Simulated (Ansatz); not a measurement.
H3O⁺, singlet: the ladder up to full CI

Geometry: a point of a stretch scan, not a stationary point.

```xyz
4

O     0.0297    0.0527   -0.0589
H     0.9706    0.0670    0.2083
H    -0.4540    0.8622    0.2010
H    -0.9882   -1.7654    0.5253
```

Basis 6-31G; Ansatz 0.2.0. Correlated methods freeze the noble-gas cores, which leaves 8 electrons in 14 orbitals. Prefix R: restricted or restricted open-shell reference; prefix U: unrestricted. Active spaces: valence = (8e, 7o) chosen from the atoms' valence shells; pair = (2e, 2o) about the gap.

Full CI is exact within this basis and frozen core; it isn't the basis-set limit. The frozen core follows each run's orbitals, which can shift R against U totals by a few meV.

Unrestricted rows (U) aren't spin-pure: their determinants' ⟨S²⟩ exceeds S(S+1) by up to 0.83, so they mix in states of higher spin.

The UHF ⟨S²⟩ is 0.834 and the T1 diagnostic (RCCSD) is 0.0736. The largest doubles amplitude (RCCSD) is 0.176.

```json
{"level": "UHF", "E − E(RHF) (eV)": "-0.5733"}
{"level": "RMP2", "E − E(RHF) (eV)": "-4.0308"}
{"level": "UMP2", "E − E(RHF) (eV)": "-3.3699"}
{"level": "RCCSD", "E − E(RHF) (eV)": "-4.3111"}
{"level": "UCCSD", "E − E(RHF) (eV)": "-4.3122"}
{"level": "RCCSD(T)", "E − E(RHF) (eV)": "-4.4649"}
{"level": "UCCSD(T)", "E − E(RHF) (eV)": "-4.3434"}
```

(1) Estimate how far full CI in 6-31G lies from RCCSD(T). The table doesn't fix it; the size of (T) and the diagnostics are the guide.

(1) Full CI in 6-31G lies 1.9 kJ/mol above RCCSD(T), which is 13 % of the (T) step (-14.8 kJ/mol). (T) overshoots here: it takes the energy past the reference.

The other levels:

```json
{"level": "CISD", "E − E(full CI) (kJ/mol)": "40.9", "share of correlation (%)": "90.46", "wall time": "0.18 s"}
{"level": "BCCD(T)", "E − E(full CI) (kJ/mol)": "2.3", "share of correlation (%)": "99.46", "wall time": "0.24 s"}
{"level": "RCCSDT", "E − E(full CI) (kJ/mol)": "1.1", "share of correlation (%)": "99.74", "wall time": "–"}
{"level": "UCCSDT", "E − E(full CI) (kJ/mol)": "1.7", "share of correlation (%)": "99.60", "wall time": "–"}
{"level": "CISDTQ", "E − E(full CI) (kJ/mol)": "1.6", "share of correlation (%)": "99.62", "wall time": "0.51 s"}
{"level": "RCCSDT(Q)", "E − E(full CI) (kJ/mol)": "-0.1", "share of correlation (%)": "100.02", "wall time": "0.45 s"}
{"level": "UCCSDT(Q)", "E − E(full CI) (kJ/mol)": "-1.5", "share of correlation (%)": "100.35", "wall time": "2.7 s"}
{"level": "RCCSDTQ", "E − E(full CI) (kJ/mol)": "0.1", "share of correlation (%)": "99.99", "wall time": "2.3 s"}
{"level": "UCCSDTQ", "E − E(full CI) (kJ/mol)": "0.1", "share of correlation (%)": "99.98", "wall time": "19 s"}
{"level": "CASSCF (pair space)", "E − E(full CI) (kJ/mol)": "322.3", "share of correlation (%)": "24.86", "wall time": "–"}
{"level": "NEVPT2 (pair space)", "E − E(full CI) (kJ/mol)": "27.0", "share of correlation (%)": "93.72", "wall time": "0.09 s"}
{"level": "MRCISD (pair space)", "E − E(full CI) (kJ/mol)": "21.1", "share of correlation (%)": "95.09", "wall time": "–"}
{"level": "MRCISD+Q (pair space)", "E − E(full CI) (kJ/mol)": "8.9", "share of correlation (%)": "97.93", "wall time": "0.21 s"}
{"level": "CASSCF (valence space)", "E − E(full CI) (kJ/mol)": "143.7", "share of correlation (%)": "66.50", "wall time": "–"}
{"level": "NEVPT2 (valence space)", "E − E(full CI) (kJ/mol)": "26.3", "share of correlation (%)": "93.87", "wall time": "0.54 s"}
{"level": "MRCISD (valence space)", "E − E(full CI) (kJ/mol)": "3.5", "share of correlation (%)": "99.18", "wall time": "–"}
{"level": "MRCISD+Q (valence space)", "E − E(full CI) (kJ/mol)": "0.9", "share of correlation (%)": "99.79", "wall time": "0.96 s"}
```

The correlation energy at full CI, counted from RHF, is -4.446 eV. That run took 1.7 s on 1 thread of Arm Neoverse V1, shared host over 501,761 determinants.

Times hold each run's SCF and search for its determinant on a shared host, so for small cases they say little of a method's own cost; they ran on 1 thread of Arm Neoverse V1.

Not variational, and here over 5 meV under the exact energy: RCCSD(T), UCCSDT(Q).

The full-CI state has the irrep A' of Cs, in the program's axes.

Natural occupations of full CI about the gap: 1.987 1.974 1.968 1.861 0.133 0.027 0.025 0.014 0.005 0.003; effectively unpaired electrons, Σ n²(2−n)², 0.14.
